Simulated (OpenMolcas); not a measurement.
## How basis sets differ on BSiH5O (SMILES OB[SiH3])

BSiH5O has 8 atoms, charge 0, and is taken as a singlet. SMILES: `OB[SiH3]`. The coordinates come from a GFN2-xTB relaxation. This is one conformer, not always the lowest.

```xyz
8

O    -1.5421    0.4682   -0.7360
B    -0.2224    0.6010   -0.5974
Si    0.6566   -0.6116    0.6862
H    -2.0076    1.0425   -1.3475
H     0.3528    1.4274   -1.2311
H     0.1877   -0.4405    2.0706
H     2.1172   -0.4482    0.7639
H     0.4578   -2.0388    0.3913
```

Quantity: the dipole moment, in D. The values are calculated.

| level | kind | program | value (D) |
| --- | --- | --- | --- |
| HF/ANO-R0 (sfX2C) | Hartree–Fock | OpenMolcas | 4.36 |
| HF/STO-3G | Hartree–Fock | OpenMolcas | 2.22 |
| HF/3-21G | Hartree–Fock | OpenMolcas | 2.79 |
| HF/def2-SVP | Hartree–Fock | OpenMolcas | 2.67 |

The values span 2.22 to 4.36 D. Sets without polarisation functions give poor dipoles.
